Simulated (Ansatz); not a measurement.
The parent structure is GaP in the zinc blende structure (space group F-43m, No. 216; a = 5.4386 Å).

The values are results of PBEsol (Ansatz, a program for electronic structure, PAW, no spin-orbit coupling), not measurements.

| level | band gap | lattice parameter a |
|---|---|---|
| PBEsol | 1.45 eV | 5.439 Å |

Measured: band gap 2.43 eV (static lattice; corrected from measurement; as listed in Wei Chen et al., Physical Review Materials (2018)); lattice parameter a 5.439 Å (static lattice; corrected from measurement; as listed in Daniel Mejia-Rodriguez, S. B. Trickey, Phys. Rev. B (2018)).

Computed minus measured — band gap: PBEsol -0.98 eV; lattice parameter a: PBEsol -0.0 %. A measured gap can be an optical one, lowered by exciton binding. Levels without spin-orbit coupling miss its lowering of the gap, often about a third of the valence-band splitting.

Stability against distortions was not tested.
